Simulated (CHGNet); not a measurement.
## A-type hexagonal La2O3

Method: the machine-learned potential CHGNet 0.3.0 (trained on PBE and PBE+U data).

Cell: relaxed at this level.

* **lattice constant a**: 3.922 Å
* **c axis length**: 6.266 Å
* **volume per atom**: 16.69 Å³/atom

Measured, for comparison: lattice constant a 3.934 Å (300 K, no zero-point or thermal correction, our sources range from 3.934 to 3.940; as tabulated in Santana et al. (2016), arXiv:1608.06321); lattice parameter c 6.13 Å (temperature not stated, no zero-point or thermal correction; as tabulated in Rustad et al. (2011), arXiv:1107.4261); equilibrium volume per atom 16.44 Å³/atom (room temperature, no zero-point or thermal correction, equation of state from high-pressure X-ray diffraction; as tabulated in Ibáñez et al. (2020), arXiv:2005.12956). Computed (rounded) less measured: lattice constant a -0.3 % (-0.3 % to -0.5 % over the range), lattice parameter c +2.2 %, equilibrium volume per atom +1.5 %. A static lattice is as a rule a little smaller and stiffer than an uncorrected measurement, which narrows the difference in the lattice constant a and would widen misses of the other sign.

A machine-learned potential is trained on density-functional data: it inherits that level's misses and adds fitting errors of its own.

Note: the model gives imaginary modes for this phase (in the spectrum interpolated from a supercell).
